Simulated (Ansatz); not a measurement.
**AlCO+ (triplet): from Hartree-Fock to the top rungs, cc-pVDZ**

An exercise on one series of results from a longer session: the logs are not shown, and one member is left open.

The runs use Ansatz 0.2.0, Gaussian basis; cc-pVDZ, core rule «outside noble gas», up to 7 orbitals frozen.

The runs, in order: UHF; CCSD(T) on ROHF; CCSD(T) on UHF; BCCD(T) on ROHF; CISD; CCSDT(Q) on ROHF; CCSDT(Q) on UHF.

28 further runs of the same task are left out: 2 for a known fault of the program, 8 that didn't finish, 18 set aside as unsound or not needed.

### What is computed

The geometry is a PBE0/def2-TZVP stationary point (not a proven minimum) of the parent state, kept for this charge and spin.

3 atoms, charge 1, spin multiplicity 3.

Atoms are counted from 1 here; the program's logs count them from 0.

Bond lengths: Al1–C2 1.847 Å, C2–O3 1.158 Å. Angles: Al1–C2–O3 180.0°.

The first run:

Contents of in.yaml:

```yaml
crystal:
  periodic: [false, false, false]
  atoms:
    - {symbol: Al, position_ang: [0.000000, 0.000000, 1.617200]}
    - {symbol: C, position_ang: [0.000000, 0.000000, -0.229400]}
    - {symbol: O, position_ang: [0.000000, 0.000000, -1.387800]}
basis:
  gaussian: {orbitals: cc-pVDZ}
total_charge: 1
magnetization: {spin_polarized: true, initial_magnetization: 2}
hamiltonian: {xc: hf}
output: {orbitals: {seedname: orbitals}}
```

The run is started by

```console
$ ansatz run in.yaml --threads 1 --pin off --events-out ev --progress --plain --max-ram 2393MiB
```

Steps of the session up to this table: UHF; CCSD(T) on ROHF; CCSD(T) on UHF; BCCD(T) on ROHF; CISD; CCSDT(Q) on ROHF; CCSDT(Q) on UHF.

One of the session's tables, all rows but one given; the rest of the session is left out.

```
   method  from UCCSDT(Q) (meV)
     ROHF               +9364.6
      UHF               +9307.9
     RMP2                +590.0
     UMP2                     ?
     CISD               +1134.2
    RCCSD                +440.3
    UCCSD                +436.2
 RCCSD(T)                 +64.1
 UCCSD(T)                 +65.7
  BCCD(T)                 +64.0
   RCCSDT                 +45.8
   UCCSDT                 +44.8
RCCSDT(Q)                  +6.6
UCCSDT(Q)                     0
```

**Question.** Estimate the row for UMP2.

As computed: from UCCSDT(Q) (meV): +622.8. In the column «from UCCSDT(Q) (meV)» it lies between RMP2 (+590.0) and CISD (+1134.2).

To keep in mind: Restricted and unrestricted rows rest on different reference determinants; where their highest levels disagree by more than a few hundredths of an eV, they describe different states and don't form one ladder.
